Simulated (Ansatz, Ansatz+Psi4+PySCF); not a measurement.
```tsv
atom	x (Å)	y (Å)	z (Å)
F	0.0000	0.0000	0.7103
F	0.0000	0.0000	-0.7103
```

Basis set: cc-pVTZ (spherical functions). Left uncorrelated: 2 orbitals. Charge 0, multiplicity 1.

Computed with Ansatz (development build ahead of 0.2.0); free ground-state atoms in the same class of orbitals, no zero-point energy, no relativity.

The atomization energy of singlet F2 from measured heats of formation, zero-point and thermal terms removed is 1.667 eV (G2/97 set, Curtiss et al., J. Chem. Phys. 106, 1063 (1997), as shipped with ASE); it holds spin-orbit and other relativistic effects.

**Question.** How far do RHF-CCSD(T), RHF-CCSD, UHF-CCSD(T), UHF-CCSD, RHF-MP2, UHF-MP2, RHF, UHF miss it in this basis?

**Answer.**

```csv
method,atomization energy (eV),computed − measured (eV)
RHF-CCSD(T),1.510,-0.157
RHF-CCSD,1.212,-0.455
UHF-CCSD(T),1.463,-0.204
UHF-CCSD,1.155,-0.512
RHF-MP2,1.713,0.046
UHF-MP2,0.510,-1.157
RHF,-1.389,-3.056
UHF,-1.319,-2.986
```

Caution for RHF-CCSD(T), RHF-CCSD, RHF-MP2, RHF: an unrestricted determinant lies well below. Caution for UHF-CCSD(T), UHF-CCSD, UHF-MP2: large amplitudes, a single reference is doubtful. Caution for UHF-CCSD(T), UHF-CCSD, UHF-MP2, UHF: the determinant breaks the point group; the unrestricted determinant is spin contaminated. Caution for UHF-MP2: another reference gives a lower total. Caution for RHF, UHF: the molecule lies well above its atoms at this level.
